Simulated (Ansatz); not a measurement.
Hematite (α-Fe2O3) was calculated with LDA (Ansatz, a quantum-chemistry and plane-wave program, plane waves, PAW).

Settings: plane-wave cutoff 520 eV, 8×8×8 k mesh, Fermi–Dirac smearing 0.01 eV, spin-polarised with opposed moments, scalar-relativistic PAW data made under PBE.

Computed at the level's own relaxed cell.

Question: Give the computed volume per atom, bulk modulus B0, magnetic moment (largest site, within a sphere) and pressure derivative B′ of the bulk modulus.

Answer: 
- volume per atom: 8.20 Å³/atom
- bulk modulus B0: 279 GPa
- magnetic moment (largest site, within a sphere): 1.07 μB
- pressure derivative B′ of the bulk modulus: 5.9

The run finds no gap.

Measured, for comparison: bulk modulus 204 GPa (300 K, copied from a table, unchecked, not corrected to a static lattice, our sources range from 204 to 231; as tabulated in BurnMan's mineral tables). Computed (rounded) less measured: bulk modulus not scored (sources differ).

Note: the gap of the solid is closed in this run; this level leaves the solid without a gap, although one is measured; the bulk modulus comes from volumes at which shape and atoms were relaxed.

Moments are spin moments.

The computed numbers hold no vibrational or temperature effects.
